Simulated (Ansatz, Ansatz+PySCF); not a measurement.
```yaml
atoms:
  - { symbol: N, position_ang: [0.0000, 0.0000, -0.5653] }
  - { symbol: O, position_ang: [0.0000, 0.0000, 0.4946] }
```

RHF on singlet NO(+) was run in several spherical basis sets with Ansatz (development build ahead of 0.2.0).

**Question.** Rank the basis sets by the total energy that they give, lowest first, with the distance from the lowest.
A. def2-SVP
B. 6-31G(d)
C. def2-TZVP
D. cc-pVTZ

**Answer.** C (0.00 eV), D (0.17 eV), B (1.75 eV), A (4.64 eV).

Totals follow the description of the cores as much as that of the bonds, so this order isn't one of quality for chemistry.
